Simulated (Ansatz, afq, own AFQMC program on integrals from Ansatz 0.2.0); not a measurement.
Two steps: Ansatz 0.2.0 writes the Fock matrix and Cholesky factors of the valence space, and afq projects on them the lowest state that overlaps trial and start.

```yaml
crystal:
  periodic: [false, false, false]
  atoms:
    - {symbol: Hf, position_ang: [0.000000, 0.000000, 0.000000]}
    - {symbol: H, position_ang: [0.000000, 0.000000, 1.864769]}
basis:
  gaussian: {orbitals: def2-TZVP}
magnetization: {spin_polarized: true, initial_magnetization: 3}
correlation: {method: ccsd_t, electrons: outside_noble_gas, hamiltonian_folder: ham}
```

```sh
$ ansatz run in.yaml --threads 1 --pin off --events-out ev --progress --plain --max-ram 1843MiB
```

afq runs on the folder ham with

```
--method free --trial cisd --walkers 60 --time-step 0.03 --max-blocks 80 --target-error 0.00027 --factor-cut 1e-05 --seed 8562 --times 0,0.3,0.6,1.2,1.8,2.4,3.6,4.8,6 --taylor-order 8
```

Times are imaginary, in 1/Eh. The walk had a cap of 1099 s. Core potentials past Kr, no spin–orbit coupling.

Output of the walk:

```
orbitals 42  electrons 4 1  factors 318 of 412
reference energy -47.93584322 Eh
CCSD correlation -0.05652947 Eh in 22 cycles, weight of the determinant in the CISD state 0.9457
repeat  energy at the last time / Eh  error
    10  -47.994061  0.000191
    20  -47.994160  0.000142
    30  -47.994117  0.000107
time / (1/Eh)  energy / Eh  error  mean overlap
  0.00  -47.992382  0.000016  1.0579
  0.30  -47.993024  0.000035  1.0649
  0.60  -47.993405  0.000047  1.0648
  1.20  -47.993746  0.000062  1.0666
  1.80  -47.993893  0.000061  1.0777
  2.40  -47.993996  0.000070  1.0698
  3.60  -47.993934  0.000058  1.0804
  4.80  -47.994157  0.000097  1.0534
  6.00  -47.994132  0.000105  1.0649
energy -47.994132 +/- 0.000105 Eh
```

The run passed its tests (error under three times the target), which doesn't prove that it has relaxed.

Against this walk (error 2.9 meV) on the same determinant: CCSD(T) 13.2 meV higher, CCSDT(Q) 5.8 meV lower, full CI for this spin (own frozen core, lowest symmetry allowed) 76.5 meV higher. The error is statistical, and a free projection of finite length keeps a remainder of its start.

Cautions: remainder of the start not in the error; no spin-orbit coupling; outer-core shells of the metal frozen; another spin lies lower.

The walk took 3.7 min on 1 thread of Intel(R) Xeon(R) Gold 6455B (Sapphire Rapids) (shared host). The log's last line is the free-projection energy.

CCSDT and higher add their correlation energy to the determinant of the CCSD(T) run, since their own runs factorise the integrals more tightly (a shift of under 2 meV).
